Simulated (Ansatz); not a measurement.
## PbO (Pbcm, No. 57)

The numbers are results of r²SCAN (PAW; Ansatz, a quantum-chemistry and plane-wave program), not measurements.

Numerical settings: plane-wave cutoff 500 eV, 6×6×6 k mesh, gaussian smearing 0.02 eV, scalar-relativistic PAW data made under PBE.

Cell (relaxed at this level):

```
CELL_PARAMETERS angstrom
      4.71817     0.00000     0.00000
      0.00000     5.64530     0.00000
      0.00000     0.00000     6.15543
ATOMIC_POSITIONS crystal
  Pb 0.25000 0.98354 0.22036
  Pb 0.75000 0.01646 0.77964
  Pb 0.75000 0.51646 0.22036
  Pb 0.25000 0.48354 0.77964
  O  0.25000 0.09691 0.87400
  O  0.75000 0.90309 0.12600
  O  0.75000 0.40309 0.87400
  O  0.25000 0.59691 0.12600
```

```json
{
 "band_gap": "2.60 eV (on the SCF k mesh)"
}
```

Note: the volume lies 7 % above that of the published cell; the cell has widely spaced layers and the level no dispersion term, so their spacing and the moduli can rest on weak binding.

Spin–orbit coupling is not included; with these elements it can move the gap by several tenths of an eV or more.

Static lattice: no zero-point or thermal effects.

The result took very roughly 6 core-minutes.
